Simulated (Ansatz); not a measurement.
# CH₅NSi (SMILES N=C[SiH3]): one structure at several levels

An exercise on one series of results from a longer session: the logs are not shown, and one member is left open.

The runs use Ansatz 0.2.0, Gaussian basis; single points in def2-TZVPP.

Correlated methods freeze the cores. B3LYP uses VWN-RPA correlation.

## Where the work starts

SMILES `N=C[SiH3]`, 8 atoms, charge 0, spin multiplicity 1.

Atoms are counted from 1 here; the program's logs count them from 0.

Bond lengths: N1–C2 1.257 Å, N1–H4 1.015 Å, C2–Si3 1.842 Å, C2–H5 1.061 Å, Si3–H6 1.474 Å, Si3–H7 1.449 Å, Si3–H8 1.358 Å. Angles: C2–N1–H4 114.3°, N1–C2–Si3 118.0°, N1–C2–H5 120.9°, Si3–C2–H5 121.1°, C2–Si3–H6 106.5°, C2–Si3–H7 106.3°, C2–Si3–H8 110.0°, H6–Si3–H7 107.7°, H6–Si3–H8 115.1°, H7–Si3–H8 110.9°.

As a file:

```mol
CH5NSi
  3D, bonds by distance, orders not assigned

  8  7  0  0  0  0  0  0  0  0999 V2000
   -1.3785   -0.0193   -0.8924 N   0  0
   -0.3059    0.4909   -0.4805 C   0  0
    0.6833   -0.4531    0.7540 Si  0  0
   -1.8410    0.5133   -1.6227 H   0  0
    0.0278    1.4281   -0.8488 H   0  0
    0.8189    0.4169    1.9366 H   0  0
    2.0018   -0.6189    0.1768 H   0  0
    0.1034   -1.6581    0.9893 H   0  0
  1  2  8  0
  1  4  8  0
  2  3  8  0
  2  5  8  0
  3  6  8  0
  3  7  8  0
  3  8  8  0
M  END
```

The first run:

run/in.yaml

```yaml
crystal:
  periodic: [false, false, false]
  atoms:
    - {symbol: N, position_ang: [-1.378500, -0.019300, -0.892400]}
    - {symbol: C, position_ang: [-0.305900, 0.490900, -0.480500]}
    - {symbol: Si, position_ang: [0.683300, -0.453100, 0.754000]}
    - {symbol: H, position_ang: [-1.841000, 0.513300, -1.622700]}
    - {symbol: H, position_ang: [0.027800, 1.428100, -0.848800]}
    - {symbol: H, position_ang: [0.818900, 0.416900, 1.936600]}
    - {symbol: H, position_ang: [2.001800, -0.618900, 0.176800]}
    - {symbol: H, position_ang: [0.103400, -1.658100, 0.989300]}
basis:
  gaussian: {orbitals: def2-TZVPP}
correlation: {method: ccsd_t}
output: {forces: true}
```

No record of the launch command was kept for these runs.

Steps of the session up to this table: CCSD(T)/def2-TZVPP; PBE0-D4/def2-TZVPP; wB97M-V/def2-TZVPP; r2SCAN-D4/def2-TZVPP; PBE-D4/def2-TZVPP; CAM-B3LYP-D4/def2-TZVPP; B3LYP-D4/def2-TZVPP.

One table of the session follows, with a row left open; its other results are not shown here.

| method | RMS force component (eV/Å) | angle to CCSD(T) forces (°) | dipole (D) |
| --- | --- | --- | --- |
| CCSD(T) | 0.995 | reference | 1.50 |
| PBE0-D4 | 0.924 | 18.2 | 1.53 |
| wB97M-V | 0.882 | 15.3 | 1.53 |
| r2SCAN-D4 | ? | ? | ? |
| PBE-D4 | 1.020 | 11.6 | 1.47 |
| CAM-B3LYP-D4 | 0.877 | 20.5 | 1.56 |
| B3LYP-D4 | 0.898 | 14.7 | 1.51 |

**Question.** Estimate the row for r2SCAN-D4.

The run gave: RMS force component (eV/Å): 0.938; angle to CCSD(T) forces (°): 13.1; dipole (D): 1.51. In the column «RMS force component (eV/Å)» it lies between PBE0-D4 (0.924) and CCSD(T) (0.995).
